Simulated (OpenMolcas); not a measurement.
**CH2F2N (SMILES N[C](F)F) at ROCCSD/4-31G**

Aim: the energy difference between two shapes of CH2F2N at ROCCSD/4-31G, from 2 runs. 

Program for the calculation: OpenMolcas 26.06.

5 further runs of the same task are left out: 5 set aside as unsound or not needed.

## 1. The system as given

CH2F2N: 6 atoms, total charge 0, spin state doublet. As SMILES, `N[C](F)F`. Geometry: relaxed at GFN2-xTB. This is one conformer, not always the lowest.

Bond lengths: N1–C2 1.374 Å, C2–F3 1.353 Å, C2–F4 1.350 Å, N1–H5 1.011 Å, N1–H6 1.009 Å. Angles: N1–C2–F3 116.0°, N1–C2–F4 115.5°, F3–C2–F4 109.4°, C2–N1–H5 116.4°, C2–N1–H6 115.8°, H5–N1–H6 115.4°.

## 2. The energy at ROCCSD/4-31G

File input.xyz:

```xyz
6

N     -0.055670     0.765210     0.162270
C     -0.430060    -0.545930    -0.007710
F      0.159200    -1.443730     0.816100
F     -0.384220    -1.004480    -1.276970
H      0.207890     1.269690    -0.673600
H      0.502860     0.959250     0.979920
```

File mol.input:

```
&GATEWAY
Coord=input.xyz
Basis=4-31G
Group=NoSym
&SEWARD
&SCF
UHF
Spin=2
PrOrbitals=1 1
&RASSCF
FileOrb=$Project.UnaOrb
Spin=2
Nactel=1 0 0
Inactive=16
Ras2=1
OutOrbitals=Canonical
OrbListing=Nothing
&MOTRA
JobIph
Frozen=4
&CCSDT
CCSD
Iterations=50
Extrapolation=5 4
```

Command:

```
export MOLCAS_MEM=1860
pymolcas mol.input > mol.log
```

Standard output:

```text
--- Start Module: gateway ---
[...]
--- Stop Module: gateway /rc=_RC_ALL_IS_WELL_ ---
[...]
      Basis functions           40
[...]
       Convergence after  13 Iterations
[...]
::    Total SCF energy                               -291.9220396783
[...]
      Total spin, S                                     0.5032328833
[...]
      Number of active orbitals                  1
[...]
      Spin quantum number                      0.5
[...]
      Active orbitals                            1
[...]
      Number of CSFs                             1
[...]
      Number of root(s) required                 1
[...]
      Convergence after  7 iterations
[...]
      printout of CI-coefficients larger than  0.05 for root  1
      energy=    -291.919678
      conf/sym  1     Coeff  Weight
             1  u   1.00000 1.00000
      Natural orbitals and occupation numbers for root  1
      sym 1:   1.000000
      ************************************************************************************************************************
      *                                                    Final results                                                     *
[...]
::    RASSCF root number  1 Total energy:   -291.91967817
[...]
      Total electronic charge=   33.000000
      Total            charge=   -0.000000
[...]
      Dipole Moment (debye):
      Origin of the operator (angstrom)=   -0.1439   -0.6075   -0.0949
                   X=  1.2659E+00               Y=  2.5765E+00               Z=  2.9519E-01           Total=  2.8858E+00
      Quadrupole Moment (debye*angstrom):
[...]
--- Start Module: motra ---
[...]
      *** WARNING: Default frozen orbitals is overwritten by user input.
      *** Default values:   4
[...]
--- Stop Module: motra /rc=_RC_ALL_IS_WELL_ ---
--- Start Module: ccsdt ---
[...]
      Convergence after                    18  Iterations
      Total energy (diff) :    -292.35766416       0.00000000
[...]
--- Stop Module: ccsdt /rc=_RC_ALL_IS_WELL_ ---
[...]
```

Wall time 5.4 s (1 thread of Arm Neoverse V2, shared host); peak memory 0.37 GiB.

## 3. The distorted shape

File input.xyz:

```xyz
6

N     -0.047589     0.793163     0.190595
C     -0.421134    -0.560121     0.014515
F      0.143437    -1.430067     0.798287
F     -0.359289    -0.988976    -1.300060
H      0.189759     1.243914    -0.667583
H      0.483818     0.961161     0.960653
```

Edit mol.input of step 2 so:

```diff
@@ -1 +1,2 @@
+* CH2F2N CCSD
 &GATEWAY
```

Command:

```
export MOLCAS_MEM=1860
pymolcas mol.input > mol.log
```

Standard output:

```text
--- Start Module: gateway ---
[...]
--- Stop Module: gateway /rc=_RC_ALL_IS_WELL_ ---
[...]
      Basis functions           40
[...]
       Convergence after  13 Iterations
[...]
::    Total SCF energy                               -291.9155701517
[...]
      Total spin, S                                     0.5031641269
[...]
      Number of active orbitals                  1
[...]
      Spin quantum number                      0.5
[...]
      Active orbitals                            1
[...]
      Number of CSFs                             1
[...]
      Number of root(s) required                 1
[...]
      Convergence after  7 iterations
[...]
      printout of CI-coefficients larger than  0.05 for root  1
      energy=    -291.913254
      conf/sym  1     Coeff  Weight
             1  u   1.00000 1.00000
      Natural orbitals and occupation numbers for root  1
      sym 1:   1.000000
      ************************************************************************************************************************
      *                                                    Final results                                                     *
[...]
::    RASSCF root number  1 Total energy:   -291.91325427
[...]
      Total electronic charge=   33.000000
      Total            charge=   -0.000000
[...]
      Dipole Moment (debye):
      Origin of the operator (angstrom)=   -0.1385   -0.5961   -0.0969
                   X=  1.2740E+00               Y=  2.1789E+00               Z=  5.6468E-01           Total=  2.5864E+00
      Quadrupole Moment (debye*angstrom):
[...]
--- Start Module: motra ---
[...]
      *** WARNING: Default frozen orbitals is overwritten by user input.
      *** Default values:   4
[...]
--- Stop Module: motra /rc=_RC_ALL_IS_WELL_ ---
--- Start Module: ccsdt ---
[...]
      Convergence after                    17  Iterations
      Total energy (diff) :    -292.34929965       0.00000009
[...]
--- Stop Module: ccsdt /rc=_RC_ALL_IS_WELL_ ---
[...]
```

It took 5.1 s on 1 thread of Arm Neoverse V2, shared host; peak memory 0.37 GiB.

## 4. What came out

Level: ROCCSD/4-31G, 4 core orbitals frozen.

```
                              quantity          value
             first shape: total energy  -292.35766 Eh
         distorted shape: total energy  -292.34930 Eh
energy change with the atoms displaced       0.228 eV
```

**Reading.** With the atoms displaced the energy rises by 0.23 eV (22.0 kJ/mol). The first shape isn't relaxed at this level, so the change isn't measured from a minimum.
